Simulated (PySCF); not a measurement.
One molecule, a ladder of functionals, a line

Molecule: SMILES C=CC(=O)OC, C4H6O2.

Mapped SMILES: `[CH2:1]=[CH:2][C:3](=[O:4])[O:5][CH3:6]`; H(Xn) means a hydrogen on atom n. Ha(C1) is cis to C3; Hb(C1) is trans to C3.

GIAO shieldings (ppm, equivalent atoms averaged) in PySCF 2.14.0 with density-fitted response routines on the PBE0-D3(BJ)/def2-SVP geometry, basis pcSseg-2, gas phase, non-relativistic:

| functional | exact exchange (%) | σ(C2) | σ(C6) | σ(O5) |
| --- | --- | --- | --- | --- |
| BLYP | 0 | 36.1 | 120.6 | 117.8 |
| BP86 | 0 | 40.5 | 125.0 | 121.6 |
| PBE | 0 | 40.3 | 125.4 | 120.8 |
| PBE0 | 25 | 44.6 | 130.8 | 139.8 |
| mPW1PW91 | 25 | 44.0 | 130.1 | 139.3 |
| BHandHLYP | 50 | 45.4 | 131.7 | 154.7 |
| HF | 100 | 57.1 | 141.5 | 185.8 |

(1) Fit each shielding as a line in the percentage of exact exchange.

(2) What does the line predict for B3LYP (20 %), and what does the run give?

## Answers

(1) σ(C2) = 39.0 + 0.17 x (rms 1.7 ppm); σ(C6) = 124.3 + 0.17 x (rms 1.8 ppm); σ(O5) = 121.1 + 0.66 x (rms 1.7 ppm). The functionals also differ in their semilocal parts, which the line can't hold; Hartree–Fock has no correlation at all.

(2) σ(C2): 42.4 predicted, 39.6 computed; σ(C6): 127.7 predicted, 125.4 computed; σ(O5): 134.3 predicted, 133.4 computed ppm.
